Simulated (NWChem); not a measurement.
System meant: fluorine (F2); SMILES FF

NWChem input:

```
start job
memory heap 200 mb stack 900 mb global 1100 mb
geometry units angstroms noautoz
  F      0.000000     0.000000     0.687796
  F      0.000000     0.000000    -0.687796
end
basis spherical
  * library def2-svp
end
dft
  odft
  mult 2
  xc xpbe96 cpbe96
  iterations 150
  mulliken
end
task dft energy
```

End of the output:

```
 Summary of "ao basis" -> "" (spherical)
 ------------------------------------------------------------------------------
       Tag                 Description            Shells   Functions and Types
 ---------------- ------------------------------  ------  ---------------------
 *                          def2-svp                  on all atoms

  pbe96 is a nonlocal functional; adding pw91lda local functional.

                                 NWChem DFT Module
                                 -----------------

 Summary of "ao basis" -> "ao basis" (spherical)
 ------------------------------------------------------------------------------
       Tag                 Description            Shells   Functions and Types
 ---------------- ------------------------------  ------  ---------------------
 F                          def2-svp                 6       14   3s2p1d

 Summary of "ao basis" -> "ao basis" (spherical)
 ------------------------------------------------------------------------------
       Tag                 Description            Shells   Functions and Types
 ---------------- ------------------------------  ------  ---------------------
 F                          def2-svp                 6       14   3s2p1d

      Symmetry analysis of basis
      --------------------------

        a1g         6
        a1u         0
        a2g         0
        a2u         6
        b1g         1
        b1u         1
        b2g         1
        b2u         1
        eg          6
        eu          6

  number of electrons :                   18
  multiplicity        :                    2
 ------------------------------------------------------------------------
  no. of electrons and multiplicity not compatible                  18
 ------------------------------------------------------------------------
 ------------------------------------------------------------------------
  current input line :
    17: task dft energy
 ------------------------------------------------------------------------
 ------------------------------------------------------------------------
 There is an error in the input file
 ------------------------------------------------------------------------
 For more information see the NWChem manual at https://nwchemgit.github.io

0: no. of electrons and multiplicity not compatible:Received an Error in Communication
```

### Question
What is wrong, and how is it mended?

### Answer
The program refused the input. Cause: the multiplicity doesn't fit the number of electrons (an even count wants an odd multiplicity, and the reverse). This input runs:
```
start job
memory heap 200 mb stack 900 mb global 1100 mb
geometry units angstroms noautoz
  F      0.000000     0.000000     0.687796
  F      0.000000     0.000000    -0.687796
end
basis spherical
  * library def2-svp
end
dft
  xc xpbe96 cpbe96
  iterations 150
  mulliken
end
task dft energy
```
It converges to -199.16746 Ha (PBE/def2-SVP).
